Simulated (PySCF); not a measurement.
(CH3)2CHCHF2, C4H8F2.
Numbering: `[CH3:1][CH:2]([CH3:3])[CH:4]([F:5])[F:6]` (hydrogens: H7, H8, H9 on C1; H10 on C2; H11, H12, H13 on C3; H14 on C4)

All values: wB97X-D/pcSseg-2 (PySCF, non-relativistic), on one gas-phase PBE0-D3(BJ)/def2-TZVP geometry that isn't relaxed in the solvent. The solvent is an IEF-PCM continuum (Bondi radii, 1.10 Å for H, scaled by 1.2). Only the electrostatic response of the medium enters.

Gas phase at wB97X-D/pcSseg-2: HOMO -11.15 eV, LUMO 2.21 eV, dipole 2.26 D.

Question: What does the continuum do to the energy, the frontier levels and the dipole at wB97X-D/pcSseg-2 in chloroform?

Answer: 
```csv
solvent,ε,E(solvent) − E(gas) (kcal/mol),polarisation term (kcal/mol),distortion of the solute (kcal/mol),HOMO (eV),LUMO (eV),dipole (D)
chloroform,4.711,-2.45,-2.72,0.27,-11.04,2.46,2.66
```

Polarisation term: ½ Σ q·V over the induced surface charges. Distortion: the rise of the solute's own energy as its density leaves the gas-phase optimum.

Question: Which radius a makes the point-dipole formula ΔE = −[(ε − 1)/(2ε + 1)]·μ²/a³ give the value in chloroform, with the gas-phase dipole?

Answer: μ = 0.888 au and |ΔE| = 0.00391 Eh give a = 2.20 Å; the farthest nucleus lies 2.38 Å from the centroid of the nuclei, so such a sphere wouldn't even hold the nuclei. The formula assumes a rigid point dipole at the centre of a sphere.

The run took 60 s of wall time on one thread, Arm Neoverse V1 (aarch64), no GPU (shared host), and the process peaked at 1.5 GiB of memory. This is the whole shielding run at wB97X-D/pcSseg-2 in chloroform, SCF included.

The values belong to the conformer `[CH3:1][CH:2]([CH3:3])[CH:4]([F:5])[F:6]`: C1–C2–C4–F5 -59°.

wB97X-D is run here without its empirical dispersion term; that term would change no orbital, density or response property at a fixed geometry.
